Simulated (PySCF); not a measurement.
Basis-set dependence of excited states

Species: C3H7FO2.
Structure used (PBE0-D3(BJ)/def2-SVP), in Å, numbered top down from 1:
```xyz
13
C3H7FO2 angstrom
C      2.0742    0.3616   -0.3016
O      0.7683    0.6167    0.1533
C     -0.1960   -0.1721   -0.3915
F     -0.0542   -1.4883    0.0408
C     -1.5560    0.3014    0.0653
O     -2.5657   -0.5344   -0.4080
H      2.7401    1.0752    0.1998
H      2.3926   -0.6639   -0.0546
H      2.1528    0.5052   -1.3951
H     -0.1281   -0.2193   -1.4974
H     -1.7321    1.3146   -0.3248
H     -1.5244    0.3702    1.1708
H     -2.3453   -1.4279   -0.1189
```

TDDFT with PBE0 (PySCF), vertical singlets, core orbitals frozen in the response, spherical d and f functions. The structure is a single PBE0-D3(BJ)/def2-SVP conformer in the gas phase; no vibrational or solvent corrections.

Question: Compare 6-31G*, def2-SVP, def2-SVPD and def2-TZVP for this molecule.

Answer: 

```json
{"basis": "6-31G*", "functions": "98", "diffuse": "no", "S1 (eV)": "8.57", "S2 (eV)": "9.45", "S3 (eV)": "9.59", "S4 (eV)": "9.87", "S5 (eV)": "9.95", "LUMO (eV)": "2.77", "α (au)": "39.8"}
{"basis": "def2-SVP", "functions": "119", "diffuse": "no", "S1 (eV)": "8.27", "S2 (eV)": "8.78", "S3 (eV)": "9.07", "S4 (eV)": "9.51", "S5 (eV)": "9.51", "LUMO (eV)": "2.03", "α (au)": "40.2"}
{"basis": "def2-SVPD", "functions": "185", "diffuse": "yes", "S1 (eV)": "7.53", "S2 (eV)": "8.05", "S3 (eV)": "8.18", "S4 (eV)": "8.56", "S5 (eV)": "8.61", "LUMO (eV)": "0.68", "α (au)": "49.4"}
{"basis": "def2-TZVP", "functions": "228", "diffuse": "no", "S1 (eV)": "7.86", "S2 (eV)": "8.48", "S3 (eV)": "8.65", "S4 (eV)": "8.92", "S5 (eV)": "9.05", "LUMO (eV)": "1.41", "α (au)": "46.7"}
```

States are compared by their number. Against the only diffuse basis here (def2-SVPD, itself not a converged limit), sets without diffuse functions differ by up to 1.05 eV in S1 and 1.33 eV in S5. Every set without diffuse functions puts S1 more than 0.3 eV higher, so even the lowest state needs them here. State by state, the largest deviation of a set without diffuse functions is S1 1.05, S2 1.40, S3 1.41, S4 1.32, S5 1.33 eV. The same number needn't mean the same state in each row. Against def2-SVPD the polarisability deviates by -20% in 6-31G*, -19% in def2-SVP, -5% in def2-TZVP.
